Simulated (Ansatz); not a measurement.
Input file:

```yaml
crystal:
  periodic: [false, false, false]
  atoms:
    - {symbol: N, position_ang: [0.000000, 0.000000, 0.000000]}
    - {symbol: S, position_ang: [0.000000, 0.000000, 1.594600]}
basis:
  gaussian: {orbitals: cc-pVDZ}
total_charge: 1
magnetization: {spin_polarized: false, initial_magnetization: 2}
correlation: {method: fic_mrcisd_q, electrons: outside_noble_gas, active_space: {window: {electrons: 10, orbitals: 8}, shells: [{species: "N", l: s, shell: 2}, {species: "N", l: p, shell: 2}, {species: S, l: s, shell: 3}, {species: S, l: p, shell: 3}]}}
```

```sh
$ ansatz run in.yaml --threads 1 --pin off --events-out ev --progress --plain --max-ram 2816MiB --backend cpu
```

(1) Roughly how long does this take on 1 thread of AMD EPYC 7R13, shared host, and how much host memory?

```
586 factors; integrals over basis functions are off by at most 1.2e-7 eV
mean field evaluation 1: about -12280.8840 eV, gradient 2.7e1 eV
mean field evaluation 2: about -12280.9496 eV, gradient 2.6e1 eV
mean field evaluation 4: about -12283.7623 eV, gradient 3.0e0 eV
mean field evaluation 8: about -12284.1450 eV, gradient 1.3e0 eV
mean field evaluation 16: about -12284.2119 eV, gradient 9.0e-3 eV
mean field evaluation 32: about -12284.8805 eV, gradient 9.7e-4 eV
mean field evaluation 64: about -12284.1903 eV, gradient 1.3e0 eV
mean field evaluation 96: about -12285.7225 eV, gradient 7.5e-5 eV
mean field evaluation 128: about -12284.7342 eV, gradient 6.2e0 eV
mean field evaluation 160: about -12283.8826 eV, gradient 2.8e0 eV
mean field -12285.72250090 eV, -451.4919743462 hartree, gradient 3.1e-6 eV, S^2 2.000000; 11 other end points of the search recorded, 0 dependent functions left out
reference -12285.72250090 eV, -451.4919743462 hartree; 12, 10 occupied and 20, 22 virtual orbitals, 586 factors
state -12288.82649647 eV, -451.6060440795 hartree
contracted CI cycle   1: correlation 0.00000000 eV, 0.0000000000 hartree, residual 1.93e1 eV
contracted CI cycle   2: correlation -4.64308126 eV, -0.1706300890 hartree, residual 3.15e0 eV
contracted CI cycle   3: correlation -4.76790543 eV, -0.1752172929 hartree, residual 5.66e-1 eV
contracted CI cycle   4: correlation -4.77216936 eV, -0.1753739894 hartree, residual 1.19e-1 eV
contracted CI cycle   5: correlation -4.77234509 eV, -0.1753804473 hartree, residual 2.70e-2 eV
contracted CI cycle   6: correlation -4.77235424 eV, -0.1753807836 hartree, residual 5.84e-3 eV
contracted CI cycle   7: correlation -4.77235466 eV, -0.1753807989 hartree, residual 1.27e-3 eV
contracted CI cycle   8: correlation -4.77235468 eV, -0.1753807996 hartree, residual 2.43e-4 eV
state -12288.82649647 eV, -451.6060440795 hartree; corrected -12293.93016702 eV, -451.7936005129 hartree
Total energy: -12293.93016702 eV, -451.7936005129 hartree
Checks for a lower state left out: starts, orbital_swaps
```

Results:

(1) 2.9 s wall and 0.25 GiB.
